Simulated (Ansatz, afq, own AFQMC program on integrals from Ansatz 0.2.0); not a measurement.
**TiF2, singlet: AFQMC among the cluster methods**

```yaml
atoms:
  - { symbol: Ti, position_ang: [0.0000, 0.0000, 0.0000] }
  - { symbol: F, position_ang: [0.0000, 0.0000, -1.8248] }
  - { symbol: F, position_ang: [0.0000, 0.0000, 1.8248] }
```

Connectivity, by distances: F–Ti–F.

Basis def2-SVP. Noble-gas cores (and the filled d shells of Ga–Kr and In–Xe) are frozen. Ansatz 0.2.0 and our own AFQMC program on the same integrals; the CISD trial comes from CCSD amplitudes, and released means the phaseless constraint is let go. ± is one standard error of the sampling. The metal's outer-core s and p shells are frozen, which shifts wave-function levels against functionals.

Determinant: RHF, the one that the program's search chose, which needn't be the lowest solution. The geometry is a PBE0/def2-TZVP stationary point of this or a neighbouring charge and spin state.

No full CI on the walks' own integrals is used here; CCSDT(Q) serves as the reference and is uncertain by about the last step of the cluster series.

Cautions: no relativity below Rb; outer-core shells of the metal frozen; higher spins were not checked; restricted determinant unstable towards unrestricted (UHF 791 meV lower, ⟨S²⟩ 1.00); the ph-AFQMC/HF walk drifts between its halves (2.2 errors).

- T1 diagnostic: 0.0186
- weight of the determinant in the CISD state: 0.848
- size of the correlated space: 18 electrons in 48 orbitals

```csv
level,correlation energy (eV)
MP2,-11.6863
CCSD,-12.0598
CCSD(T),-12.2732
```

Task: Estimate where phaseless AFQMC with a CISD trial lies against CCSD(T) on the same integrals.

Result: 73.2 ± 32.7 meV below CCSD(T).

Reference: CCSDT(Q), correlation energy -12.376 eV.

```
        level  E − E(reference) (meV)  share of correlation (%)
      CCSD(T)                   102.7                     99.17
        CCSDT                    61.8                     99.50
  ph-AFQMC/HF          -402.5 ± 119.6                    103.25
ph-AFQMC/CISD             29.4 ± 32.7                     99.76
```

A walk keeps the symmetry of its determinant, which the program's search chose and which needn't be the lowest solution, so a lower state of the same spin and another symmetry isn't excluded.
